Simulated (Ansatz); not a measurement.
Working through an active-space calculation of H3Si (charge +1), SMILES [SiH3+]

Computed with the Ansatz DFT code, driven from Python.

The cells in order, each with its output:

```python
import warnings

import ansatz as az
```

```python
GEOMETRY = '''
Si    0.00831   -0.00063   -0.00475
H     0.68079    0.67248    1.10921
H    -0.12064   -1.45991   -0.00836
H    -0.56846    0.78806   -1.09610
'''

warnings.simplefilter('ignore', az.DeckWarning)

system = az.Crystal.molecule()
for line in GEOMETRY.strip().splitlines():
    symbol, *xyz = line.split()
    system = system.atom(symbol, [float(v) for v in xyz])
```

```python
calc = system.calculation()
calc = calc.basis(gaussian='6-31G*')
calc = calc.charge(1)
calc = calc.accuracy('high').scf(lower_state_search='standard')
calc = calc.correlation(active_electrons=4, active_orbitals=4)
for method in [None, 'sc_nevpt2']:
    data = (calc if method is None else calc.correlation(method)).run(threads=1).report
    space = data['configurations']
    state = space['states'][0]
    print(method or 'casscf', f'total {data["free_energy_ev"] / 27.211386246:.6f} Ha, active-space state {state["energy"]["hartree"]:.6f} Ha, mean field {data["reference_energy_ev"] / 27.211386246:.6f} Ha')
    print('  determinants', state['n_determinants'], ' natural occupations', [round(n, 3) for n in space['natural_occupations']])
print('effectively unpaired electrons, sum of min(n, 2 - n):', round(sum(min(n, 2 - n) for n in space['natural_occupations']), 3))
```

    casscf total -290.357971 Ha, active-space state -290.357971 Ha, mean field -290.328738 Ha
      determinants 36  natural occupations [1.983, 1.976, 0.025, 0.015]
    sc_nevpt2 total -290.394907 Ha, active-space state -290.357960 Ha, mean field -290.328738 Ha
      determinants 36  natural occupations [1.983, 1.976, 0.025, 0.015]
    effectively unpaired electrons, sum of min(n, 2 - n): 0.081

Reading the output:
- The settings weren't tested for convergence.
- The geometry is a force-field or estimated start, not a minimum of this method, and the basis set is short of its limit. The active space starts as a window about the frontier orbitals and is then optimised, not chosen by chemistry.
- Run time: 1.1 s on 1 thread of Arm Neoverse V1, with other jobs on the host, peak memory 0.13 GiB.
